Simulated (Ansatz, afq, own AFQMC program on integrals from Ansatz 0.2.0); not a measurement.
## BN, triplet: AFQMC among the cluster methods

```yaml
atoms:
  - { symbol: B, position_ang: [0.0000, 0.0000, 0.0000] }
  - { symbol: N, position_ang: [0.0000, 0.0000, 2.1400] }
```

Basis 6-31G. Only valence electrons are correlated. Ansatz 0.2.0 and our own AFQMC program on the same integrals; the CISD trial comes from CCSD amplitudes, and released means the phaseless constraint is let go. Error bars are statistical, one sigma.

Determinant: ROHF, the one that the program's search chose, which needn't be the lowest solution. The geometry is a point of a scan.

Full CI on the same integrals is exact in this basis and with this determinant's frozen core.

Cautions: lower spins were not checked; a spin-contaminated unrestricted determinant lies lower (UHF 746 meV lower, ⟨S²⟩ 2.67); strong correlation (T1 0.046, weight of the determinant 0.84, largest double 0.18).

The T1 diagnostic is 0.0465, the weight of the determinant in the CISD state is 0.842 and the size of the correlated space is 8 electrons in 16 orbitals.

| level | correlation energy (eV) |
| --- | --- |
| MP2 | -2.7866 |
| CCSD | -3.8798 |
| CCSD(T) | -3.9790 |

(1) Estimate where AFQMC with the constraint released lies against CCSD(T) on the same integrals.

(1) 37.9 ± 4.2 meV below CCSD(T).

Reference: full CI, correlation energy -4.025 eV. The released energy is read at 2.40 1/Eh (meV from the phaseless value at times in 1/Eh: -7 ± 3 at 0.24, -13 ± 4 at 0.51, -18 ± 3 at 0.99, -31 ± 5 at 1.62, -32 ± 4 at 2.40).

```json
{"level": "CCSD(T)", "E − E(reference) (meV)": "45.7", "share of correlation (%)": "98.87"}
{"level": "CCSDT", "E − E(reference) (meV)": "12.5", "share of correlation (%)": "99.69"}
{"level": "CCSDT(Q)", "E − E(reference) (meV)": "1.1", "share of correlation (%)": "99.97"}
{"level": "CCSDTQ", "E − E(reference) (meV)": "0.2", "share of correlation (%)": "100.00"}
{"level": "ph-AFQMC/CISD", "E − E(reference) (meV)": "39.5 ± 3.4", "share of correlation (%)": "99.02"}
{"level": "released AFQMC", "E − E(reference) (meV)": "7.8 ± 4.2", "share of correlation (%)": "99.81"}
```

CCSDT and higher add their correlation energy to the determinant of the CCSD(T) run, since their own runs factorise the integrals more tightly (a shift of under 2 meV). A walk keeps the symmetry of its determinant, which the program's search chose and which needn't be the lowest solution, so a lower state of the same spin and another symmetry isn't excluded. Released energies are given only where the last usable release times agree within the noise; a slower fall can still hide under it.
